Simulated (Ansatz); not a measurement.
## Ansatz (development build ahead of 0.2.0) run

```yaml
crystal:
  periodic: [false, false, false]
  atoms:
    - { symbol: B, position_ang: [0.01488, -0.01407, -0.16311] }
    - { symbol: H, position_ang: [0.00908, 0.0172, 1.08969] }
basis:
  gaussian: { orbitals: aug-cc-pVDZ }
hamiltonian:
  xc: hf
```

The input is written out in the form of the current development build from the run's settings.

The run gave:

```json
{
 "Converged": "yes",
 "Total energy": "-25.12627 hartree",
 "Spin squared of the determinant": "0.000"
}
```
